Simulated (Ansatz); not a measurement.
# C4H7NO: the cost of one run

Program: Ansatz 0.2.0. Level of theory: RKS PBE-D4/6-31G. These are calculated values, not measurements.

### Step 1. The structure to begin with

Bond lengths: C1–C2 1.473 Å, C2–N3 1.281 Å, N3–C4 1.530 Å, C4–C5 1.531 Å, C2–O6 1.370 Å, C5–O6 1.431 Å, C1–H7 1.045 Å, C1–H8 1.125 Å, C1–H9 1.141 Å, C4–H10 1.041 Å, C4–H11 1.070 Å, C5–H12 1.061 Å, C5–H13 1.089 Å. Angles (14 of 23 angles, heavy atoms first): C1–C2–N3 123.1°, C1–C2–O6 117.0°, N3–C2–O6 119.9°, C2–N3–C4 104.6°, N3–C4–C5 100.9°, C4–C5–O6 106.4°, C2–O6–C5 103.4°, C2–C1–H7 112.9°, C2–C1–H8 105.2°, C2–C1–H9 110.5°, N3–C4–H10 110.2°, N3–C4–H11 107.0°, C5–C4–H10 113.3°, C5–C4–H11 109.2°.

Coordinates:

```xyz
13

C    -1.3281   -0.8515    1.4358
C    -0.3801   -0.3385    0.4313
N     0.3937   -1.0966   -0.2515
C     1.3098   -0.1315   -1.0066
C     0.5208    1.1748   -0.8829
O    -0.3468    1.0182    0.2437
H    -1.2880   -1.8902    1.5393
H    -2.3424   -0.5232    1.0781
H    -1.1767   -0.3217    2.4345
H     2.2449   -0.0921   -0.5503
H     1.3166   -0.4423   -2.0301
H    -0.0649    1.4245   -1.7320
H     1.1616    2.0353   -0.6945
```

### Step 2. Relaxing end A

input.yaml reads:

```yaml
crystal:
  periodic: [false, false, false]
  atoms:
    - { symbol: C, position_ang: [-1.3281, -0.8515, 1.4358] }
    - { symbol: C, position_ang: [-0.3801, -0.3385, 0.4313] }
    - { symbol: "N", position_ang: [0.3937, -1.0966, -0.2515] }
    - { symbol: C, position_ang: [1.3098, -0.1315, -1.0066] }
    - { symbol: C, position_ang: [0.5208, 1.1748, -0.8829] }
    - { symbol: O, position_ang: [-0.3468, 1.0182, 0.2437] }
    - { symbol: H, position_ang: [-1.288, -1.8902, 1.5393] }
    - { symbol: H, position_ang: [-2.3424, -0.5232, 1.0781] }
    - { symbol: H, position_ang: [-1.1767, -0.3217, 2.4345] }
    - { symbol: H, position_ang: [2.2449, -0.0921, -0.5503] }
    - { symbol: H, position_ang: [1.3166, -0.4423, -2.0301] }
    - { symbol: H, position_ang: [-0.0649, 1.4245, -1.732] }
    - { symbol: H, position_ang: [1.1616, 2.0353, -0.6945] }
basis:
  gaussian: { orbitals: "6-31G" }
hamiltonian:
  xc: pbe
  dispersion: d4
relax:
  f_tol: 0.02
  max_steps: 50
output:
  orbitals: {}
```

Command:

```
$ ansatz run input.yaml --threads 1 --pin off --max-ram 2048MiB --backend cpu --events-out ev --progress --plain --runs-dir out
```

Q: Estimate wall time and peak memory on 1 thread of Arm Neoverse V2, shared host.

About 28 s, with a peak of 0.15 GiB.
